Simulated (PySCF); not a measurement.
Species: C4H3NO.
SMILES with atom numbers: `[CH:1]#[C:2][C:3](=[O:4])[N:5]=[CH2:6]` (hydrogens: H7 on C1; H8, H9 on C6)

Geometry (GFN2-xTB, Å), atoms numbered from 1 in this order:
```xyz
9
C4H3NO angstrom
C      1.9264   -0.4077    1.5202
C      1.2059    0.1364    0.7302
C      0.3868    0.7838   -0.2745
O      0.7999    1.6029   -1.0595
N     -0.9261    0.4606   -0.0974
C     -1.7244   -0.3289   -0.6350
H      2.5526   -0.8766    2.2215
H     -2.7477   -0.3502   -0.2801
H     -1.4598   -1.0143   -1.4415
```

Computed at PBE0/pcSseg-1 (PySCF, non-relativistic), with Q(17O) = −0.0256 b, Q(14N) = 0.02044 b: O4, 17O (I = 5/2): χzz = 10.83 MHz, η = 0.173; N5, 14N (I = 1): χzz = -4.601 MHz, η = 0.418.

(1) Find the zero-field quadrupole resonance frequencies of 17O at O4.

(2) Find the zero-field quadrupole resonance frequencies of 14N at N5.

## Answers

(1) From the eigenvalues of H = χ/[4I(2I − 1)] × [3Iz² − I(I + 1) + η(Ix² − Iy²)], steps between neighbouring levels, labelled as for η = 0: ±1/2↔±3/2 1.677 MHz, ±3/2↔±5/2 3.230 MHz (carbonyl oxygen).

(2) From ν± = (3/4)|χ|(1 ± η/3) and ν0 = |χ|η/2: ν+ 3.932 MHz, ν− 2.969 MHz, ν0 0.963 MHz (imine nitrogen).

In a crystal, neighbours and librations shift these lines. The structure is a single GFN2-xTB conformer in the gas phase; no vibrational or solvent corrections. GFN2-xTB bond lengths can be off by several hundredths of an ångström, more for odd bonds, and the gradients follow them. With so small a basis the couplings can be 20 % off.
